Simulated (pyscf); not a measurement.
Thermochemistry of product channels of SnH₂ [singlet] + hydrogen fluoride (HF) on the singlet surface, in kcal/mol, from ωB97M-D3(BJ)/def2-TZVP energies (ideal gas, 1 atm, RRHO with modes under 100 cm⁻¹ raised to 100, one conformer, R ln 2 for rigid chiral ones). Structures and frequencies: ωB97X-D3(BJ)/def2-SVP in PySCF.

| products | ΔE | ΔH(298 K) | ΔG(900 K) | ΔG(1200 K) |
|---|---|---|---|---|
| F–SnH₃ | -31.4 | -31.0 | -1.1 | +8.6 |
| F–SnH: [singlet] + hydrogen (H₂) | -21.7 | -23.1 | -21.4 | -21.1 |

The channel to F–SnH₃ turns unfavourable between 298 and 1200 K (ΔG from -21.1 kcal/mol to +8.6 kcal/mol).

These are energies of the channels, which say nothing of barriers. Elements past Kr carry the def2 core potentials, without spin-orbit coupling.
